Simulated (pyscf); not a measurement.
**Four-centre exchange: H₃Ge–O–GeH₃ + H₂ -> GeH₄ + HO–GeH₃**

Gas phase, singlet surface, charge 0. Bonds broken: Ge1–O2, H10–H11. Bonds formed: Ge1–H10, O2–H11. Single points on ωB97X-D3(BJ)/def2-SVP structures (PySCF, gas phase).

Transition state (Å):

```xyz
11

Ge    -2.8967     1.1713     0.1582
O     -1.2927     0.1472     0.7050
Ge     0.3116    -0.0786    -0.1088
H     -4.2681     0.5281     0.3988
H     -2.5260     0.8277    -1.3228
H     -2.8539     2.7063     0.2212
H      1.2822    -0.4848     1.0038
H      0.1381    -1.1820    -1.1549
H      0.7083     1.2573    -0.7493
H     -2.5640     1.1478     2.0412
H     -1.6672     0.5608     1.6868
```

One imaginary mode, 1323i cm⁻¹; descent along it reached the two sides named.

```json
[
 {"bond": "Ge1–O2", "change": "breaks", "reactant side (Å)": "1.777", "saddle": "1.980", "product side": "3.0"},
 {"bond": "H10–H11", "change": "breaks", "reactant side (Å)": "0.762", "saddle": "1.129", "product side": "2.8"},
 {"bond": "Ge1–H10", "change": "forms", "reactant side (Å)": "4.3", "saddle": "1.912", "product side": "1.535"},
 {"bond": "O2–H11", "change": "forms", "reactant side (Å)": "2.442", "saddle": "1.129", "product side": "0.964"}
]
```

Electronic energies relative to the separated reactants (kcal/mol):

```tsv
level	barrier	reaction energy	reverse barrier
ωB97X-D3(BJ)/def2-TZVP	46.2	+4.7	41.6
PBE/def2-TZVP	38.3	+0.6	37.6
r²SCAN/def2-TZVP	42.1	+3.0	39.0
B3LYP-D3(BJ)/def2-TZVP	43.9	+3.1	40.8
PBE0-D3(BJ)/def2-TZVP	41.0	+1.3	39.6
M06-2X/def2-TZVP	46.8	+7.9	38.9
ωB97M-D3(BJ)/def2-TZVP	44.4	+1.6	42.8
HF/def2-TZVP	60.4	+1.7	58.7
```

With ωB97M-D3(BJ)/def2-TZVP energies and thermal terms (ideal gas, 1 atm, RRHO with modes under 100 cm⁻¹ raised to 100, one conformer, R ln 2 for chiral ones without a mode under 150 cm⁻¹), in kcal/mol:

```
T (K)   ΔH‡   ΔG‡    ΔH    ΔG
-----  ----  ----  ----  ----
298    44.7  52.8  +4.0  +2.4
600    43.8  61.4  +2.9  +1.2
900    43.7  70.2  +2.0  +0.5
1200   43.9  79.1  +1.3  +0.2
```

One saddle was located; it need not be the lowest between these sides. Elements up to Kr have no core potential and no relativistic terms here.
